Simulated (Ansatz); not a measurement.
The input, for Ansatz 0.2.0:

```yaml
crystal:
  periodic: [false, false, false]
  atoms:
    - {symbol: O, position_ang: [0.000000, 0.000000, 0.000000]}
    - {symbol: O, position_ang: [0.000000, 0.000000, 1.098200]}
basis:
  gaussian: {orbitals: cc-pVDZ}
total_charge: 1
magnetization: {spin_polarized: true, initial_magnetization: 3}
correlation: {method: ccsdtq, electrons: outside_noble_gas}
```

```sh
$ ansatz run in.yaml --threads 2 --pin off --events-out ev --progress --plain --max-ram 24576MiB --backend cuda --devices 0, --max-vram 18GiB
```

The program prints:

```
440 factors; integrals over basis functions are off by at most 7.9e-8 eV
mean field evaluation 1: about -4053.0711 eV, gradient 1.1e1 eV
mean field evaluation 2: about -4053.0761 eV, gradient 1.1e1 eV
mean field evaluation 4: about -4053.6062 eV, gradient 5.3e-1 eV
mean field evaluation 8: about -4053.6082 eV, gradient 1.2e-4 eV
mean field evaluation 16: about -4055.3557 eV, gradient 8.1e0 eV
mean field evaluation 32: about -4053.6082 eV, gradient 3.0e-2 eV
mean field evaluation 64: about -4055.7193 eV, gradient 6.8e-4 eV
mean field evaluation 96: about -4055.7183 eV, gradient 8.1e-4 eV
mean field -4055.71828432 eV, -149.0448978843 hartree, gradient 1.4e-6 eV, S^2 3.774535; 8 other end points of the search recorded, 0 dependent functions left out
determinant -4055.71828432 eV, -149.0448978843 hartree, with singles and doubles -4062.94566642 eV, -149.3104992776 hartree
determinant -4053.60820952 eV, -148.9673540654 hartree, with singles and doubles -4062.18641153 eV, -149.2825971748 hartree
2 core orbitals not correlated: weight in the atoms' cores, before any rotation towards them, 1.000 or more for the frozen orbitals, at most 0.000 for the correlated occupied ones
reference -4055.71828432 eV, -149.0448978843 hartree; 7, 4 occupied and 19, 22 virtual orbitals, 440 factors
second order -6.55503366 eV of doubles, -0.00000000 eV of singles
cycle   1  -7.01877189 eV  change   -4.6e-1 eV  update   4.7e-2
cycle   2  -7.33394130 eV  change   -3.2e-1 eV  update   1.8e-2
cycle   3  -7.37033090 eV  change   -3.6e-2 eV  update   7.1e-3
cycle   4  -7.36789024 eV  change    2.4e-3 eV  update   2.6e-3
cycle   5  -7.37035360 eV  change   -2.5e-3 eV  update   1.1e-3
cycle   6  -7.37093107 eV  change   -5.8e-4 eV  update   5.5e-4
cycle   7  -7.37087578 eV  change    5.5e-5 eV  update   2.2e-4
cycle   8  -7.37092377 eV  change   -4.8e-5 eV  update   1.0e-4
cycle   9  -7.37091090 eV  change    1.3e-5 eV  update   4.4e-5
cycle  10  -7.37088785 eV  change    2.3e-5 eV  update   1.5e-5
cycle  11  -7.37090063 eV  change   -1.3e-5 eV  update   7.3e-6
cycle  12  -7.37090035 eV  change    2.7e-7 eV  update   3.7e-6
cycle  13  -7.37090303 eV  change   -2.7e-6 eV  update   1.6e-6
cycle  14  -7.37090240 eV  change    6.3e-7 eV  update   8.2e-7
cycle  15  -7.37090164 eV  change    7.5e-7 eV  update   3.4e-7
Total energy: -4063.08918597 eV, -149.3157735235 hartree
```

Ran on 2 threads of AMD EPYC 7R13 with a shared H100 80 GB, shared host: 28 s wall, 0.88 GiB peak host memory.
